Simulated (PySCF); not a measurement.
## Vertical excitation energies

Compound: oxalyl dichloride, C2Cl2O2.
SMILES with atom numbers: `[O:1]=[C:2]([Cl:3])[C:4](=[O:5])[Cl:6]`

The calculation used PySCF, TDDFT CAM-B3LYP/def2-SVPD, vertical, gas phase, core orbitals frozen in the response. Geometry: PBE0-D3(BJ)/def2-SVP, one conformer, isolated molecule. Torsions of this conformer, `[O:1]=[C:2]([Cl:3])[C:4](=[O:5])[Cl:6]`: O1–C2–C4–O5 178°.

Predict the UV-vis stick spectrum at this level.

| state | E (eV) | λ (nm) | f | \|μ\| (D) | main configurations (H = HOMO, L = LUMO) |
| --- | --- | --- | --- | --- | --- |
| S1 | 3.64 | 340.8 | 0.0001 | 0.06 | H→L (95%) |
| S2 | 5.13 | 241.7 | 0.0003 | 0.13 | H-1→L (96%) |
| S3 | 5.14 | 241.2 | 0.0000 | 0.03 | H-5→L (58%), H-4→L (29%), H→L+2 (12%) |
| S4 | 5.78 | 214.6 | 0.0001 | 0.06 | H-4→L (66%), H-5→L (30%) |
| S5 | 5.86 | 211.5 | 0.0000 | 0.03 | H-2→L (96%) |
| S6 | 6.05 | 204.9 | 0.060 | 1.61 | H-3→L (91%) |

The lowest singlet comes at 341 nm (351 kJ/mol) in the ultraviolet; it is dark (f under 0.0005); its leading configuration is HOMO→LUMO (95%). The most intense listed level is S6 at 6.05 eV (205 nm, f = 0.060), 2.41 eV above S1. It is the last of those listed, so stronger ones may follow. Löwdin shares by element: HOMO oxygen 57%, chlorine 32%; LUMO carbon 45%, oxygen 43%. The listed states span 2.41 eV, and the widest gap between neighbours is 1.49 eV (S1 to S2). The oscillator strengths of these states sum to 0.060; summed over the whole spectrum of an exact calculation they would give the number of electrons, 62 (Thomas–Reiche–Kuhn). Weighted by f, the mean energy of these states is 6.04 eV. No computed singlet lies in the visible range (380 to 750 nm); the lowest, at 341 nm, stands 0.38 eV above its violet end (3.26 eV). Only the lowest 6 singlets were computed, as vertical energies without vibronic structure.

Hardware: an Arm Neoverse V1 with one thread, no GPU, shared host with 32 logical CPUs at a one-minute load of 16. Cost: 13 s of wall time, 0.64 GiB resident at most.
